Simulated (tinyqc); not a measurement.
Harmonic frequencies on the UHF/sto-3g surface (energies and gradients from PySCF), for BH, spin multiplicity 3, step by step. One step of it, computed by the program tinyqc.

Question. Normal modes. Diagonalise H_ij / sqrt(m_i m_j); the 5 smallest eigenvalues belong to translations and rotations; wavenumber = sqrt(eigenvalue / 1822.888) x 219474.63; each mode has its largest component positive (the first on a tie); zero-point energy = sum of wavenumbers / 2, with 349.755 1/cm per kcal/mol. A mass of 2.014 u marks deuterium.

Hessian (symmetrised) (hartree/bohr^2), order 1Bx, 1By, 1Bz, 2Hx, 2Hy, 2Hz:
```
[[0.00000216, 0.00000000, 0.00000000, -0.00000216, 0.00000000, 0.00000000],
 [0.00000000, 0.00000216, 0.00000000, 0.00000000, -0.00000216, 0.00000000],
 [0.00000000, 0.00000000, 0.36638823, 0.00000000, 0.00000000, -0.36638823],
 [-0.00000216, 0.00000000, 0.00000000, 0.00000216, 0.00000000, 0.00000000],
 [0.00000000, -0.00000216, 0.00000000, 0.00000000, 0.00000216, 0.00000000],
 [0.00000000, 0.00000000, -0.36638823, 0.00000000, 0.00000000, 0.36638823]]
```

masses (u): [11.009305, 2.014102]

Give: eigenvalues of the mass-weighted Hessian; harmonic wavenumbers of the vibrations; mass-weighted modes; zero-point energy.

Answer.

eigenvalues of the mass-weighted Hessian (hartree/(bohr^2 u)): [0.000, 0.000, 0.000, 0.000, 0.000, 0.215]

harmonic wavenumbers of the vibrations (1/cm): [2384.6]

mass-weighted modes, order 1Bx, 1By, 1Bz, 2Hx, 2Hy, 2Hz:
```
[[0.000],
 [0.000],
 [-0.393],
 [0.000],
 [0.000],
 [0.919]]
```

zero-point energy = 3.409 kcal/mol
